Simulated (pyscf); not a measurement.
`[F][B]([F])[F]` + `[CH3][Al]([CH3])[Cl]` -> `[CH3][B]([F])[F]` + `[CH3][Al]([F])[Cl]` (four-centre exchange; singlet surface; B–F, Al–C broken, B–C, Al–F formed). Structures and frequencies: ωB97X-D3(BJ)/def2-SVP in PySCF. Energies in kcal/mol from the separated reactants.

```tsv
level	barrier	reaction energy
ωB97X-D3(BJ)/def2-TZVP	-3.0	-14.0
PBE/def2-TZVP	0.9	-14.2
r²SCAN/def2-TZVP	-3.0	-14.3
B3LYP-D3(BJ)/def2-TZVP	0.1	-14.5
ωB97M-D3(BJ)/def2-TZVP	-1.6	-14.2
HF/def2-TZVP	9.1	-13.6
```

On the reactant side the descent ends in an adduct with a Al–F contact, 5.2 kcal/mol under the separated species and 2.2 kcal/mol under the saddle at ωB97X-D3(BJ)/def2-TZVP. At ωB97X-D3(BJ)/def2-TZVP, r²SCAN, ωB97M-D3(BJ) the saddle lies under the separated reactants, which points to a path from their complex (located at ωB97X-D3(BJ) alone). What is counted as formed (Al–F) is already present as a longer contact in the reactant adduct; forming that adduct is a step of its own. One saddle was located; it need not be the lowest between these sides.
